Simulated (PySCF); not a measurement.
Compound: C6H9 (doublet state).
Cartesian coordinates in Å at the GFN2-xTB level; atoms count from 1:
```
atom  x, y, z in Å
C1    -1.962   -0.749    0.035
C2    -0.940   -0.604   -1.009
C3     0.219    0.232   -0.442
C4     0.007    1.717   -0.428
C5     1.284   -0.344    0.023
C6     2.342   -0.953    0.463
H7    -2.680    0.030    0.207
H8    -1.855   -1.508    0.785
H9    -0.549   -1.577   -1.311
H10   -1.335   -0.080   -1.883
H11   -0.114    2.087   -1.446
H12    0.855    2.222    0.030
H13   -0.894    1.964    0.131
H14    3.192   -1.151   -0.172
H15    2.426   -1.276    1.489
```

The hyperfine couplings belong to this conformer and change with its torsions.

The species is `[CH2]CC(C)=C=C` [radical].

The calculation used PySCF 2.14.0, UKS B3LYP, pcH-1 on C H, non-relativistic, mean-field spin-orbit, GIAO. Geometry: GFN2-xTB, one conformer, isolated molecule. The geometry wasn't refined by DFT: couplings that depend on bond lengths, twists or pyramidal angles can differ widely from those at the functional's own minimum. The SCF solution wasn't tested for stability.

Question: Where do the isotropic ENDOR lines of H7/H8, H9/H10, H15 and H14 fall at 345.6 mT, to first order?

Answer: For S = 1/2 in fast tumbling each set of equivalent nuclei gives two lines, ν± = |νn ± a/2| to first order, with νn = g_N μN B/h and μN/h = 7.62259 MHz/T.

| nuclei | isotope | g_N | νn (MHz) | a_iso (MHz) | lower line (MHz) | upper line (MHz) |
| --- | --- | --- | --- | --- | --- | --- |
| H7/H8 | 1H | 5.5857 | 14.71 | -59.98 | 15.27 | 44.70 |
| H9/H10 | 1H | 5.5857 | 14.71 | 31.74 | 1.15 | 30.58 |
| H15 | 1H | 5.5857 | 14.71 | 5.48 | 11.98 | 17.45 |
| H14 | 1H | 5.5857 | 14.71 | 4.13 | 12.65 | 16.78 |

Question: Which pairs are centred on the nuclear Larmor frequency, and which on half the coupling?

Answer: Centred on νn, since |a| < 2νn: H15 and H14. Centred on |a|/2 and split by 2νn: H7/H8 and H9/H10.

Means are taken over nuclei equivalent by connectivity, which assumes that they swap fast. H14 and H15 aren't averaged: C6 is flat or nearly so (angle sum 360°), and its turn about the short C6–C5 bond (1.30 Å) is taken as slow.

The Mulliken spin populations are largest on C1 (+1.06) and C2 (-0.08). No atom but C1 exceeds +0.15. The angles at C1 add up to 358.3°, so it is nearly planar; its axial dipolar tensor and the negative couplings of its protons fit spin in a p orbital normal to that plane.
